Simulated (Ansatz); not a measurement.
`[F][Mg][Cl]`, charge 0, multiplicity 1.

Q: Give a relaxed structure at PBE0-D4/def2-TZVP (Ansatz). (Best estimate.)

A: Computed: 
Z-matrix (Å, degrees):
```
Mg
F 1 1.744
Cl 1 2.169 2 180.0
```
Point group C∞v.
